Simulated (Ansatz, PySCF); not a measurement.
This PySCF input computes a CAM-B3LYP/def2-TZVPD energy:

```python
from pyscf import gto, scf, dft

mol = gto.M(
    atom='''
    O    -0.02110053    1.07219571   -0.07455918
    H    -0.94565317    1.39081582    0.04769402
    Cl    0.03136922   -0.67222547   -0.00316626
    H     0.58118065    1.45945141    0.60260595
    ''',
    basis='def2-tzvpd',
    charge=1,
    spin=0,
    verbose=4,
)

mf = dft.RKS(mol, xc='camb3lyp').density_fit(auxbasis='def2-universal-jkfit')
mf.grids.level = 3
mf.conv_tol = 1e-9
mf.max_cycle = 100
mf.max_memory = 1500
mf.kernel()
if not mf.converged:
    mf = mf.newton()
    mf.kernel(mf.make_rdm1())
mf.analyze()
```

Q: Write an input for the same energy in Ansatz (an electronic-structure program) and say what it gives.

A: 
Ansatz 0.2 input:
```yaml
crystal:
  periodic: [false, false, false]
  atoms:
    - {symbol: O, position_ang: [-0.02110053, 1.07219571, -0.07455918]}
    - {symbol: H, position_ang: [-0.94565317, 1.39081582, 0.04769402]}
    - {symbol: Cl, position_ang: [0.03136922, -0.67222547, -0.00316626]}
    - {symbol: H, position_ang: [0.58118065, 1.45945141, 0.60260595]}
basis:
  gaussian:
    orbitals: def2-TZVPD
hamiltonian:
  xc: {name: CAM-B3LYP}
total_charge: 1
output: {forces: true}
```
It gives -536.24923 Eh, and PySCF -536.24928 Eh, a difference of 0.05 mEh, from the treatment of integrals and grids.

It need not be the lowest isomer of its formula.
